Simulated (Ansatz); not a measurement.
# H$_{2}$Ge–GeH, doublet: the ladder up to UCCSDT(Q)

Geometry: a point of a stretch scan, not a stationary point.

```xyz
5

Ge    0.0000    0.0139    1.1818
Ge    0.0000   -0.0336   -1.2228
H     0.0000    1.1171    2.0695
H     0.0000   -1.2545    2.0692
H     0.0000    1.5612   -1.1839
```

Basis cc-pVDZ; Ansatz 0.2.0. Only valence electrons are correlated (noble-gas cores and the filled d shells of p-block atoms frozen), which leaves 11 electrons in 41 orbitals. Prefix R: restricted or restricted open-shell reference; prefix U: unrestricted. Active spaces: pair = (3e, 3o) about the gap. No spin–orbit coupling is included, and no scalar relativity.

Full CI isn't at hand for all of this; UCCSDT(Q) serves as the reference, and is uncertain by about the last step of the cluster series. The frozen core follows each run's orbitals, which can shift R against U totals by a few meV for light atoms and by up to 0.1 eV past Ca.

```
UHF ⟨S²⟩                          : 0.763
T1 diagnostic (RCCSD)             : 0.0178
largest doubles amplitude (RCCSD) : 0.058
T1 diagnostic (UCCSD)             : 0.0180
```

```csv
level,E − E(UCCSDT(Q)) (kcal/mol),share of correlation (%),wall time
UHF,130.63,1.18,–
UMP2,29.50,77.69,–
UCCSD,4.79,96.38,–
UCCSD(T),1.02,99.23,10 s
UCCSDT,0.21,99.84,–
```

The correlation energy at UCCSDT(Q), counted from RHF, is -5.733 eV. That run took 32 s on 1 thread of AMD EPYC 9R14, shared host.

Run but not shown, since their state or frozen core can't be matched to the reference's or they repeat it: RHF, RMP2, CISD, RCCSD, RCCSD(T), BCCD(T), RCCSDT, RCCSDT(Q), CASSCF (pair space), MRCISD (pair space), MRCISD+Q (pair space).

Times hold each run's SCF and search for its determinant on a shared host, so for small cases they say little of a method's own cost; they ran on 1 thread of AMD EPYC 9R14.
